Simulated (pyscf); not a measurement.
O=Ge=O + methane (CH₄) -> H₃C–O–GeH=O, an addition across a multiple bond or ene-type step (singlet surface; C–H broken, Ge–H, C–O formed). Structures and frequencies: ωB97X-D3(BJ)/def2-SVP in PySCF. Correlated levels are frozen-core, on RHF or UHF. ΔMP2 is the change of the MP2 total energy from the triple- to the quadruple-zeta basis. Energies in eV from the separated reactants.

Small-basis levels: PySCF, no dispersion term, spherical d functions. AM1 to PM7: differences of heats of formation from MOPAC, which are fitted to 298 K values and so differ in kind from electronic energies by zero-point and thermal terms. GFN2-xTB: tblite. Cost: rough CPU time at the saddle relative to B3LYP/6-31G*+LANL2DZ, from one job on a shared machine.

```json
[
 {"level": "HF/6-31G*+LANL2DZ", "barrier": "3.65", "reaction energy": "-1.36", "cost": "0.1"},
 {"level": "MP2/6-31G*+LANL2DZ", "barrier": "?", "reaction energy": "-0.60", "cost": "0.1"},
 {"level": "SVWN5/6-31G*+LANL2DZ", "barrier": "2.41", "reaction energy": "-1.25", "cost": "1"},
 {"level": "BP86/6-31G*+LANL2DZ", "barrier": "2.80", "reaction energy": "-0.72", "cost": "2"},
 {"level": "B3LYP/LANL2DZ", "barrier": "?", "reaction energy": "-0.77", "cost": "0.9"},
 {"level": "M06-2X/6-31G*+LANL2DZ", "barrier": "3.12", "reaction energy": "-1.20", "cost": "3"},
 {"level": "B3LYP/def2-SVP", "barrier": "3.12", "reaction energy": "-0.83", "cost": "2"},
 {"level": "GFN2-xTB", "barrier": "3.53", "reaction energy": "-0.46", "cost": "under 0.02"},
 {"level": "AM1", "barrier": "2.20", "reaction energy": "-3.62", "cost": "under 0.02"},
 {"level": "CCSD(T)/def2-TZVPP + ΔMP2(QZVPP)", "barrier": "?", "reaction energy": "-0.67", "cost": "–"}
]
```

Problem. Fill in the missing entries.

Solution. 
- MP2/6-31G*+LANL2DZ, barrier: 3.69
- B3LYP/LANL2DZ, barrier: 2.99
- CCSD(T)/def2-TZVPP + ΔMP2(QZVPP), barrier: 3.21

Against the last row the barrier runs from -1.02 (AM1) to +0.47 eV (MP2/6-31G*+LANL2DZ). CCSD(T)/def2-TZVPP + ΔMP2(QZVPP) has limits of its own. On the product side the descent ends in a point that may be a rotor saddle (no frequency run), 0.13 eV over the lowest minimum found and 3.97 eV under the saddle at ωB97X-D3(BJ)/def2-TZVP. From the product side, H₃C–O• + [O=GeH]• lies, by one bond made or cut, 0.30 eV under this saddle at ωB97M-D3(BJ)/def2-TZVP. The same reactants have a lower exit, to H₃C–Ge(=O)–OH (barrier +1.35 eV at ωB97M-D3(BJ)/def2-TZVP, against +3.24 eV here). H₃C–O–GeH=O lies 1.04 eV over its isomer H₃C–Ge(=O)–OH (electronic energy, ωB97M-D3(BJ)/def2-TZVP). This is the saddle that the search found; another between the same sides may lie lower. The CCSD(T) − MP2 part came from Ansatz, without density fitting, on the same reference. The largest closed-shell T1 diagnostic is 0.030, which may signal static correlation. The frozen core leaves the outer d or s,p core shells of the metals and heavy elements correlated in the MP2 and CC values, and def2-TZVPP describes them poorly, which can shift differences by a few kcal/mol. In the def2 sets elements up to Kr have no core potential.
